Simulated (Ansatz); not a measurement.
YF₃ (Pnma, No. 62) was calculated with r²SCANh in Ansatz (PAW).

Run with plane-wave cutoff 520 eV, 4×4×6 k mesh (along the axes of the cell as run), Fermi–Dirac smearing 0.01 eV, scalar-relativistic PAW data made under PBE.

Cell (measured lattice):

```cif
data_F12Y4
_chemical_formula_sum 'Y4 F12'
_space_group_name_H-M_alt 'P 1'
_space_group_IT_number 1
_cell_length_a 6.35370
_cell_length_b 6.85450
_cell_length_c 4.39530
_cell_angle_alpha 90.000
_cell_angle_beta 90.000
_cell_angle_gamma 90.000
loop_
_space_group_symop_operation_xyz
  'x, y, z'
loop_
_atom_site_label
_atom_site_type_symbol
_atom_site_fract_x
_atom_site_fract_y
_atom_site_fract_z
_atom_site_occupancy
Y1 Y 0.36730 0.25000 0.05910 1
Y2 Y 0.63270 0.75000 0.94090 1
Y3 Y 0.13270 0.75000 0.55910 1
Y4 Y 0.86730 0.25000 0.44090 1
F1 F 0.52270 0.25000 0.59100 1
F2 F 0.47730 0.75000 0.40900 1
F3 F 0.97730 0.75000 0.09100 1
F4 F 0.02270 0.25000 0.90900 1
F5 F 0.16520 0.06430 0.37550 1
F6 F 0.83480 0.93570 0.62450 1
F7 F 0.33480 0.93570 0.87550 1
F8 F 0.66520 0.06430 0.12450 1
F9 F 0.66520 0.43570 0.12450 1
F10 F 0.33480 0.56430 0.87550 1
F11 F 0.83480 0.56430 0.62450 1
F12 F 0.16520 0.43570 0.37550 1
```

**Question.** What does this level give for the band gap and direct gap at Γ?

**Answer.** 
- band gap = 9.83 eV
- direct gap at Γ = 9.88 eV

Note: cell and atoms aren't relaxed at this level (largest force component 0.09 eV/Å, pressure -0.4 GPa).

Spin–orbit coupling is not included.

Ansatz is a program for electronic structure.
